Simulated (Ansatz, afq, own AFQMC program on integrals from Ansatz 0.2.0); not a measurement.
AlSi⁺, triplet in cc-pVTZ, levels against CCSDT(Q)

```yaml
atoms:
  - { symbol: Si, position_ang: [0.0000, 0.0000, 0.0000] }
  - { symbol: Al, position_ang: [0.0000, 0.0000, 2.3977] }
```

Basis cc-pVTZ. Noble-gas cores (and the filled d shells of Ga–Kr and In–Xe) are frozen. AFQMC by an in-house program on the Cholesky factors that Ansatz 0.2.0 writes for its CCSD(T) run. The CISD trial takes its coefficients from CCSD amplitudes. Released means that phaseless walkers are propagated on without the constraint, phases kept. Error bars are statistical, one sigma.

Determinant: ROHF, the one that the program's search chose, which needn't be the lowest solution. The geometry is a PBE0/def2-TZVP stationary point of this or a neighbouring charge and spin state.

No full CI on the walks' own integrals is used here; CCSDT(Q) serves as the reference and is uncertain by about the last step of the cluster series.

Cautions: lower spins were not checked; higher spins were not checked; a spin-contaminated unrestricted determinant lies lower (UHF 214 meV lower, ⟨S²⟩ 2.14); the search met a lower determinant of the same kind, perhaps of another symmetry (162 meV lower), and this one is a saddle point; strong correlation (T1 0.043, weight of the determinant 0.85, largest double 0.16); (T) is large, 6 % of the CCSD correlation; the released energies are still falling, so no released level is given (meV from the phaseless value at times in 1/Eh: -10 ± 3 at 0.24, -16 ± 3 at 0.51, -26 ± 3 at 0.99, -35 ± 3 at 1.62, -41 ± 5 at 2.40).

The T1 diagnostic is 0.0425. The weight of the determinant in the CISD state is 0.851 and the size of the correlated space is 6 electrons in 58 orbitals.

```
  level  correlation energy (eV)
    MP2                  -3.1197
   CCSD                  -3.8186
CCSD(T)                  -4.0630
```

(1) Estimate where phaseless AFQMC with the Hartree–Fock trial lies against CCSD(T) on the same integrals.

(1) 14.8 ± 2.0 kJ/mol above CCSD(T).

Reference: CCSDT(Q), correlation energy -4.135 eV.

```
        level  E − E(reference) (kJ/mol)  share of correlation (%)
      CCSD(T)                        6.9                     98.26
        CCSDT                        1.7                     99.56
  ph-AFQMC/HF                 21.8 ± 2.0                     94.54
ph-AFQMC/CISD                  5.3 ± 0.4                     98.68
```

A walk keeps the symmetry of its determinant, which the program's search chose and which needn't be the lowest solution, so a lower state of the same spin and another symmetry isn't excluded.
